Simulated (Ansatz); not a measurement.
# AlCN (singlet): from Hartree-Fock to the top rungs at a displaced geometry (v2), cc-pVDZ

An exercise on one series of results from a longer session: the logs are not shown, and one member is left open.

Computed with Ansatz 0.2.0, Gaussian basis. Level: cc-pVDZ, core rule «outside noble gas», up to 7 orbitals frozen.

Plan: UHF; CCSD(T) on RHF; BCCD(T) on RHF; CISD; CCSDT(Q) on RHF.

22 further runs of the same task are left out: 4 for a known fault of the program, 7 that didn't finish, 11 set aside as unsound or not needed.

## The geometry

The geometry is a PBE0/def2-TZVP stationary point (not a proven minimum) with its atoms shifted at random (size 0.100 Å).

3 atoms, charge 0, spin multiplicity 1.

Atoms are counted from 1 here; the program's logs count them from 0.

Bond lengths: Al1–C2 2.020 Å, C2–N3 1.168 Å. Angles: Al1–C2–N3 171.4°.

The first run:

Input file in.yaml:

```yaml
crystal:
  periodic: [false, false, false]
  atoms:
    - {symbol: Al, position_ang: [0.084376, 0.005225, 1.730898]}
    - {symbol: C, position_ang: [-0.080498, 0.013599, -0.282809]}
    - {symbol: N, position_ang: [-0.003878, -0.018825, -1.448089]}
basis:
  gaussian: {orbitals: cc-pVDZ}
magnetization: {spin_polarized: true, initial_magnetization: 0}
hamiltonian: {xc: hf}
output: {orbitals: {seedname: orbitals}}
```

The run is started by

```console
$ ansatz run in.yaml --threads 1 --pin off --events-out ev --progress --plain --max-ram 2393MiB
```

Steps of the session up to this table: UHF; CCSD(T) on RHF; BCCD(T) on RHF; CISD; CCSDT(Q) on RHF.

One of the session's tables, all rows but one given; the rest of the session is left out.

| method | from RCCSDT(Q) (meV) |
| --- | --- |
| RHF | +9602.8 |
| RMP2 | +930.6 |
| CISD | +1428.0 |
| RCCSD | +451.2 |
| RCCSD(T) | +57.3 |
| BCCD(T) | +56.1 |
| RCCSDT | ? |
| RCCSDT(Q) | 0 |

**Question.** Estimate the row for RCCSDT.

**Answer.** from RCCSDT(Q) (meV): +49.3. In the column «from RCCSDT(Q) (meV)» it lies between RCCSDT(Q) (0) and BCCD(T) (+56.1).
